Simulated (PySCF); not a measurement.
Which basis set comes closest?

Molecule: SMILES [nH]1cccc1, C$_{4}$H$_{5}$N.

Numbering as in the mapped SMILES `[cH:1]1[cH:2][cH:3][nH:4][cH:5]1` (H(Xn): hydrogen on atom n).

Geometry PBE0-D3(BJ)/def2-SVP throughout; GIAO in PySCF, gas phase, one conformer, non-relativistic; equivalent atoms averaged; functional PBE0.

Reference values (measured; solution, CD3CN, 298 K; Fulmer et al., Organometallics 2010, 29, 2176): δ(H(C3)/H(C5)) = 6.75 ppm, δ(H(C1)/H(C2)) = 6.10 ppm, δ(C3/C5) = 118.5 ppm, δ(C1/C2) = 108.3 ppm. Computed shifts are taken against TMS, calculated as an isolated molecule at each level.

Q: How do the basis sets STO-3G, 6-31G, pcSseg-0, 6-31G*, def2-SVP, cc-pVDZ, pcSseg-1, aug-cc-pVDZ, 6-311+G(2d,p), def2-TZVP, cc-pVTZ, IGLO-III, pcSseg-2 perform against the reference? Times are CPU seconds on shared hosts with different chips, so compare them loosely.

A: 
```
    basis set  functions  H(C3)/H(C5)  H(C1)/H(C2)  C3/C5  C1/C2  mean abs. error H  mean abs. error C  core-s
       STO-3G         30         5.51         5.44  101.7   98.2               0.95               13.4     1.8
        6-31G         55         6.42         6.14  111.5  106.9               0.19                4.2     3.5
     pcSseg-0         55         6.39         6.08  126.6  119.8               0.19                9.8     5.5
       6-31G*         80         6.35         6.02  108.0  103.1               0.24                7.9     4.8
     def2-SVP         95         6.28         6.11  112.0  107.2               0.24                3.8     5.1
      cc-pVDZ         95         6.47         6.20  113.3  108.0               0.19                2.8      11
     pcSseg-1        110         6.66         6.38  119.6  113.9               0.19                3.4     9.1
  aug-cc-pVDZ        160         6.88         6.49  114.0  107.5               0.26                2.6      21
6-311+G(2d,p)        165         6.80         6.48  117.5  111.9               0.22                2.3      12
    def2-TZVP        185         6.79         6.47  118.4  113.0               0.21                2.4      15
      cc-pVTZ        220         6.74         6.43  117.6  112.5               0.17                2.6      33
     IGLO-III        225         6.80         6.46  121.7  116.1               0.21                5.5      33
     pcSseg-2        250         6.82         6.53  122.9  117.2               0.25                6.7      31
```

For ¹H the closest is cc-pVTZ (0.17 ppm, with 6-31G, pcSseg-1, pcSseg-0, cc-pVDZ practically level) and the furthest STO-3G (0.95 ppm).

For ¹³C the closest is 6-311+G(2d,p) (2.3 ppm, with def2-TZVP, cc-pVTZ practically level) and the furthest STO-3G (13.4 ppm). Where a smaller basis beats a larger one, errors probably cancel; the largest sets show where the functional converges. One molecule is a small sample, and vibrational and solvent effects are absent from the calculation.

A small basis that lands close on one nucleus may do so by chance; judge by the trend and by all nuclei.
